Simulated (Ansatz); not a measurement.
System: fluorite CdF2. Method: r²SCAN0 (Ansatz, a quantum-chemistry and plane-wave program, PAW).

Numerical settings: plane-wave cutoff 520 eV, 8×8×8 k mesh, Fermi–Dirac smearing 0.01 eV, scalar-relativistic PAW data made under PBE.

The cell has the measured lattice: a = b = c = 5.3880 Å, α = β = γ = 90.00°.

Q: Estimate the band gap and smallest direct gap on the k points sampled that the calculation returns.

A: 
- band gap = 6.42 eV (on the SCF k mesh)
- smallest direct gap on the k points sampled = 7.02 eV

Measured, for comparison: band gap 7.8 eV (temperature not stated, not corrected to a static lattice, indirect W–Γ; as tabulated in Cappellini et al. (2013), arXiv:1302.2571).

Note: cell and atoms aren't relaxed at this level (pressure -1.8 GPa).

Spin–orbit coupling is not included.

Static lattice: no zero-point or thermal effects.

Computing time: very roughly 50 core-seconds.
